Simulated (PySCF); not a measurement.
**C₂H₆F₂O: fields and orbitals**

For C₂H₆F₂O, the scripts below find what binds its two fragments and compute its lowest excited states.

Program: PySCF 2.14.0. Level of theory: levels as typed in each script, gas phase, geometry from start geometry of a pair search. These are calculated values, not measurements.

## Step 1: Starting geometry

11 atoms, charge 0, spin multiplicity 1.

Bond lengths: C1–O2 1.410 Å, C1–H3 1.089 Å, C1–H4 1.094 Å, C1–H5 1.094 Å, O2–H6 0.963 Å, F7–C8 1.347 Å, C8–F9 1.348 Å, C8–H10 1.097 Å, C8–H11 1.097 Å. Angles: O2–C1–H3 106.6°, O2–C1–H4 111.5°, O2–C1–H5 111.5°, H3–C1–H4 108.8°, H3–C1–H5 109.0°, H4–C1–H5 109.2°, C1–O2–H6 108.6°, F7–C8–F9 107.7°, F7–C8–H10 109.4°, F7–C8–H11 108.9°, F9–C8–H10 109.4°, F9–C8–H11 108.8°, H10–C8–H11 112.6°.

As a file:

```xyz
11
charge 0, multiplicity 1
C    -2.74845   -0.30705    0.38912
O    -1.90165    0.37560   -0.50878
H    -2.13025   -1.03958    0.90507
H    -3.55249   -0.83088   -0.13635
H    -3.18464    0.37439    1.12617
H    -2.42260    1.03187   -0.98409
F     1.92295   -1.09877   -0.18577
C     1.15033   -0.01964    0.04673
F     1.96679    1.03674    0.23042
H     0.50907    0.16369   -0.82386
H     0.57520   -0.18583    0.96645
```

## Step 2: Binding of the two fragments (TPSS/def2-tzvp)

File input.py:

```python
import numpy as np
from pyscf import gto, scf, dft
from pyscf.scf import atom_ks, atom_hf
from scipy.linalg import block_diag
from pyscf.dispersion import dftd3

def solve(mol, dm0=None, hcore=None):
    mf = (dft.UKS if mol.spin else dft.RKS)(mol, xc='tpss')
    mf.grids.level = 3
    mf = mf.density_fit(auxbasis='def2-universal-jkfit')
    mf.conv_tol, mf.max_cycle = 1e-8, 80
    if hcore is not None:
        mf.get_hcore = lambda *args: hcore
    mf.kernel(dm0)
    if not mf.converged:
        mf = mf.newton().run(mf.mo_coeff, mf.mo_occ, max_cycle=30)
    assert mf.converged, 'SCF not converged'
    return mf

mol = gto.M(atom='''
C     -2.74845    -0.30705     0.38912
O     -1.90165     0.37560    -0.50878
H     -2.13025    -1.03958     0.90507
H     -3.55249    -0.83088    -0.13635
H     -3.18464     0.37439     1.12617
H     -2.42260     1.03187    -0.98409
F      1.92295    -1.09877    -0.18577
C      1.15033    -0.01964     0.04673
F      1.96679     1.03674     0.23042
H      0.50907     0.16369    -0.82386
H      0.57520    -0.18583     0.96645
''', basis='def2-tzvp', charge=0, spin=0, verbose=4)
mol_a = gto.M(atom='''
C     -2.74845    -0.30705     0.38912
O     -1.90165     0.37560    -0.50878
H     -2.13025    -1.03958     0.90507
H     -3.55249    -0.83088    -0.13635
H     -3.18464     0.37439     1.12617
H     -2.42260     1.03187    -0.98409
ghost-F      1.92295    -1.09877    -0.18577
ghost-C      1.15033    -0.01964     0.04673
ghost-F      1.96679     1.03674     0.23042
ghost-H      0.50907     0.16369    -0.82386
ghost-H      0.57520    -0.18583     0.96645
''', basis='def2-tzvp', charge=0, spin=0, verbose=4)
mol_b = gto.M(atom='''
ghost-C     -2.74845    -0.30705     0.38912
ghost-O     -1.90165     0.37560    -0.50878
ghost-H     -2.13025    -1.03958     0.90507
ghost-H     -3.55249    -0.83088    -0.13635
ghost-H     -3.18464     0.37439     1.12617
ghost-H     -2.42260     1.03187    -0.98409
F      1.92295    -1.09877    -0.18577
C      1.15033    -0.01964     0.04673
F      1.96679     1.03674     0.23042
H      0.50907     0.16369    -0.82386
H      0.57520    -0.18583     0.96645
''', basis='def2-tzvp', charge=0, spin=0, verbose=4)
ab, a, b = solve(mol), solve(mol_a), solve(mol_b)
e_int = ab.e_tot - a.e_tot - b.e_tot
print('counterpoise-corrected interaction energy / kcal/mol', e_int * 627.5095)
def disp(atoms, charge):
    m = gto.M(atom=atoms, charge=charge, basis='sto-3g', spin=None, unit='Bohr', verbose=0)
    return dftd3.DFTD3Dispersion(m, xc='tpss', version='d3bj').get_dispersion()['energy']
e_disp = disp(mol._atom, mol.charge) - disp(mol._atom[:6], mol_a.charge) - disp(mol._atom[6:], mol_b.charge)
print('D3(BJ) part / kcal/mol', e_disp * 627.5095)
# spherically averaged free atoms, for the promolecule
atm = atom_ks.get_atm_nrks(mol, xc='tpss')
pro = block_diag(*[(atm[a[0]][2] * atm[a[0]][3]) @ atm[a[0]][2].T for a in mol._atom])
np.savez('result.npz', e_int=e_int, e_disp=e_disp, dm_a=a.make_rdm1(), dm_b=b.make_rdm1(), c=ab.mo_coeff, occ=ab.mo_occ, eps=ab.mo_energy, pro=pro, d=[f.dip_moment(verbose=0) for f in (ab, a, b)])
```

Run with:

```console
$ OMP_NUM_THREADS=1 python input.py
```

## Step 4: Excited states (CAM-B3LYP/def2-svp)

File input.py:

```python
import numpy as np
from pyscf import gto, scf, dft, tdscf
from pyscf.scf import atom_ks, atom_hf
from scipy.linalg import block_diag

def solve(mol, dm0=None, hcore=None):
    mf = (dft.UKS if mol.spin else dft.RKS)(mol, xc='camb3lyp')
    mf.grids.level = 3
    mf = mf.density_fit(auxbasis='def2-universal-jkfit')
    mf.conv_tol, mf.max_cycle = 1e-8, 80
    if hcore is not None:
        mf.get_hcore = lambda *args: hcore
    mf.kernel(dm0)
    if not mf.converged:
        mf = mf.newton().run(mf.mo_coeff, mf.mo_occ, max_cycle=30)
    assert mf.converged, 'SCF not converged'
    return mf

mol = gto.M(atom='''
C     -2.74845    -0.30705     0.38912
O     -1.90165     0.37560    -0.50878
H     -2.13025    -1.03958     0.90507
H     -3.55249    -0.83088    -0.13635
H     -3.18464     0.37439     1.12617
H     -2.42260     1.03187    -0.98409
F      1.92295    -1.09877    -0.18577
C      1.15033    -0.01964     0.04673
F      1.96679     1.03674     0.23042
H      0.50907     0.16369    -0.82386
H      0.57520    -0.18583     0.96645
''', basis='def2-svp', charge=0, spin=0, verbose=4)
mf = solve(mol)
td = mf.TDA()
td.nstates, td.singlet, td.conv_tol = 5, True, 1e-5
td.kernel()
td.analyze()
x, y = np.array([p[0] for p in td.xy]), np.array([p[1] + 0 * p[0] for p in td.xy])
f, mu = td.oscillator_strength(), td.transition_dipole()
nto = [td.get_nto(state=i + 1, verbose=4) for i in range(len(td.e))]
# spherically averaged free atoms, for the promolecule
atm = atom_ks.get_atm_nrks(mol, xc='camb3lyp')
pro = block_diag(*[(atm[a[0]][2] * atm[a[0]][3]) @ atm[a[0]][2].T for a in mol._atom])
np.savez('result.npz', e=td.e, f=f, ok=td.converged, w=[n[0] for n in nto], nto=[n[1] for n in nto], x=x, y=y, c=mf.mo_coeff, occ=mf.mo_occ, eps=mf.mo_energy, pro=pro, mu=mu)
```

(Steps that only read results are left out.)

Q: Predict the outcome of this session. Wanted: interaction energy, counterpoise; lowest singlet excitation.

The runs gave:

```
                                         quantity          value
interaction energy, counterpoise (TPSS/def2-tzvp)  -1.2 kcal/mol
   lowest singlet excitation (CAM-B3LYP/def2-svp)        7.51 eV
```

The counterpoise-corrected interaction energy of the frozen fragments is −1.2 kcal/mol without dispersion correction and −2.1 kcal/mol with D3(BJ). The geometry was not optimised at these levels.
